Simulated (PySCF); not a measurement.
# Basis-set dependence of excited states

Compound: cyclopropene, C3H4.
SMILES: `C1=CC1`

TDDFT with PBE0 (PySCF), vertical singlets, core orbitals frozen in the response, spherical d and f functions. Isolated species at its PBE0-D3(BJ)/def2-SVP geometry, gas phase.

```
      basis  functions  diffuse  S1 (eV)  S2 (eV)  S3 (eV)  S4 (eV)  S5 (eV)  LUMO (eV)  α (au)
     6-31G*         50       no     6.84     6.86     7.88     9.06     9.21       0.64    27.3
    6-31+G*         62      yes     6.31     6.58     6.87     6.93     6.98       0.01    31.5
   def2-SVP         62       no     6.65     6.74     7.78     8.65     8.66       0.28    28.8
aug-cc-pVDZ        105      yes     6.20     6.35     6.51     6.70     6.71      -0.07    34.8
  def2-TZVP        117       no     6.36     6.58     7.64     7.92     8.08       0.07    32.8
 def2-TZVPD        147      yes     6.27     6.53     6.75     7.11     7.12      -0.02    34.7
aug-cc-pVTZ        230      yes     6.19     6.34     6.50     6.68     6.69      -0.10    35.0
```

How much do these states and the polarisability depend on the basis?

States are compared by their number. Against the largest diffuse basis here (aug-cc-pVTZ, itself not a converged limit), sets without diffuse functions differ by up to 0.65 eV in S1 and 2.52 eV in S5; the smaller diffuse sets differ by up to 0.13 and 0.42 eV. State by state, the largest deviation of a set without diffuse functions is S1 0.65, S2 0.52, S3 1.38, S4 2.38, S5 2.52 eV. The same number needn't mean the same state in each row. Against aug-cc-pVTZ the polarisability deviates by -22% in 6-31G*, -10% in 6-31+G*, -18% in def2-SVP, -1% in aug-cc-pVDZ, -6% in def2-TZVP, -1% in def2-TZVPD. A single + in a Pople set puts diffuse functions on heavy atoms only.
